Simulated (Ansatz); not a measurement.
Input file:

```yaml
crystal:
  periodic: [false, false, false]
  atoms:
    - { symbol: B, position_ang: [0.0, 0.0, 0.0] }
    - { symbol: F, position_ang: [0.0, 0.0, 1.67] }
    - { symbol: H, position_ang: [1.0305, 0.0, -0.595] }
    - { symbol: H, position_ang: [-1.0305, 0.0, -0.595] }
    - { symbol: P, position_ang: [0.0924, -2.0952, 0.6969] }
    - { symbol: H, position_ang: [-0.6759, -2.9172, -0.1694] }
    - { symbol: H, position_ang: [1.442, -2.5368, 0.6936] }
    - { symbol: H, position_ang: [0.047, -1.0662, 1.6663] }
basis:
  gaussian: { orbitals: "6-31G*" }
hamiltonian:
  xc: r2scan
  dispersion: d4
relax:
  f_tol: 0.15
  max_steps: 25
  restrain:
    - { distance: [0, 4], at: 1.91, k: 30.0 }
    - { distance: [7, 1], at: 0.92, k: 30.0 }
    - { distance: [0, 1], at: 2.52, k: 30.0 }
    - { distance: [7, 4], at: 2.62, k: 30.0 }
```

Run as:

```bash
$ ansatz run input.yaml --threads 1 --pin off --max-ram 2048MiB --backend cpu --events-out ev --progress --plain --runs-dir out
```

Hardware: 1 thread of Arm Neoverse V1, on a shared host.

Question: Roughly how long does this run take, and how much memory?

Answer: 34 s, with a peak of 0.13 GiB, for 11 ionic steps.
